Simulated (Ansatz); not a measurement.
# SiNH₆+ (SMILES [NH3+][SiH3]): single points off equilibrium

Aim: energy, forces and dipole at a structure displaced at random from a GFN2-xTB minimum, from CCSD(T) and from density functionals.

Program: Ansatz 0.2.0, Gaussian basis. Level of theory: single points in def2-TZVPP. These are calculated values, not measurements.

Cores are frozen in the correlated methods. B3LYP uses VWN-RPA correlation.

## 1. Starting geometry

SMILES `[NH3+][SiH3]`, 8 atoms, charge 1, spin multiplicity 1.

Atoms are counted from 1 here; the program's logs count them from 0.

Bond lengths: N1–Si2 1.908 Å, N1–H3 1.028 Å, N1–H4 1.142 Å, N1–H5 0.834 Å, Si2–H6 1.624 Å, Si2–H7 1.563 Å, Si2–H8 1.478 Å. Angles: Si2–N1–H3 114.5°, Si2–N1–H4 102.8°, Si2–N1–H5 122.2°, H3–N1–H4 98.9°, H3–N1–H5 109.3°, H4–N1–H5 105.8°, N1–Si2–H6 90.6°, N1–Si2–H7 101.0°, N1–Si2–H8 100.3°, H6–Si2–H7 115.6°, H6–Si2–H8 121.4°, H7–Si2–H8 118.2°.

Geometry (Å):

```xyz
8
charge 1, multiplicity 1
N    -0.4414    0.1745   -0.7619
Si    0.3949   -0.0858    0.9330
H     0.1122    0.7256   -1.4300
H    -0.3408   -0.8514   -1.2534
H    -1.2460    0.3819   -0.8327
H     0.3887    1.5156    1.2016
H     1.7677   -0.6926    0.4971
H    -0.5895   -0.9788    1.5795
```

## 2. CCSD(T)/def2-TZVPP

Contents of run/in.yaml:

```yaml
crystal:
  periodic: [false, false, false]
  atoms:
    - {symbol: N, position_ang: [-0.441400, 0.174500, -0.761900]}
    - {symbol: Si, position_ang: [0.394900, -0.085800, 0.933000]}
    - {symbol: H, position_ang: [0.112200, 0.725600, -1.430000]}
    - {symbol: H, position_ang: [-0.340800, -0.851400, -1.253400]}
    - {symbol: H, position_ang: [-1.246000, 0.381900, -0.832700]}
    - {symbol: H, position_ang: [0.388700, 1.515600, 1.201600]}
    - {symbol: H, position_ang: [1.767700, -0.692600, 0.497100]}
    - {symbol: H, position_ang: [-0.589500, -0.978800, 1.579500]}
basis:
  gaussian: {orbitals: def2-TZVPP}
total_charge: 1
correlation: {method: ccsd_t}
output: {forces: true}
```

The command line of these runs was not kept.

## 3. PBE0-D4/def2-TZVPP

Changes to run/in.yaml since step 2:

```diff
@@ -14,3 +14,3 @@
 total_charge: 1
-correlation: {method: ccsd_t}
-output: {forces: true}
+hamiltonian: {xc: pbe0, dispersion: d4}
+output: {forces: true, orbitals: {seedname: orbitals}}
```

## 4. wB97M-V/def2-TZVPP

Changes to run/in.yaml since step 3:

```diff
@@ -14,3 +14,3 @@
 total_charge: 1
-hamiltonian: {xc: pbe0, dispersion: d4}
-output: {forces: true, orbitals: {seedname: orbitals}}
+hamiltonian: {xc: {name: wB97M-V}}
+output: {forces: true}
```

## 5. r2SCAN-D4/def2-TZVPP

Changes to run/in.yaml since step 4:

```diff
@@ -14,3 +14,3 @@
 total_charge: 1
-hamiltonian: {xc: {name: wB97M-V}}
+hamiltonian: {xc: r2scan, dispersion: d4}
 output: {forces: true}
```

## 6. PBE-D4/def2-TZVPP

Changes to run/in.yaml since step 5:

```diff
@@ -14,3 +14,3 @@
 total_charge: 1
-hamiltonian: {xc: r2scan, dispersion: d4}
+hamiltonian: {xc: pbe, dispersion: d4}
 output: {forces: true}
```

## 7. BLYP-D4/def2-TZVPP

Changes to run/in.yaml since step 6:

```diff
@@ -14,3 +14,3 @@
 total_charge: 1
-hamiltonian: {xc: pbe, dispersion: d4}
+hamiltonian: {xc: {name: BLYP}, dispersion: d4}
 output: {forces: true}
```

## 8. B3LYP-D4/def2-TZVPP

Changes to run/in.yaml since step 7:

```diff
@@ -14,3 +14,3 @@
 total_charge: 1
-hamiltonian: {xc: {name: BLYP}, dispersion: d4}
+hamiltonian: {xc: {name: B3LYP}, dispersion: d4}
 output: {forces: true}
```

(Steps that only read results are left out.)

Before running it: what results should come out? Wanted: energy less free atoms, CCSD(T)/def2-TZVPP; RMS force component; RMS force error; HOMO and LUMO, PBE0-D4; T1 diagnostic.

As calculated:

| quantity | value |
| --- | --- |
| energy less free atoms, CCSD(T)/def2-TZVPP | -15.825 eV |
| RMS force component | 4.673 to 4.748 eV/Å over the methods |
| RMS force error | PBE0-D4 0.054, wB97M-V 0.045, r2SCAN-D4 0.043, PBE-D4 0.167, BLYP-D4 0.169, B3LYP-D4 0.059 eV/Å |
| HOMO and LUMO, PBE0-D4 | -14.95 and -6.21 eV |
| T1 diagnostic | 0.009 |

In words: Against CCSD(T) the functionals' energies less atoms differ by -0.675 to -0.228 eV, PBE-D4 by -0.481 eV. A larger basis would deepen the CCSD(T) value, while the functionals are nearly converged already, so the order here is not reliable. On forces the order runs from r2SCAN-D4 to BLYP-D4. Frozen-core CCSD(T) forces in triple zeta carry basis errors of their own, and this is one geometry, so small gaps rank nothing.
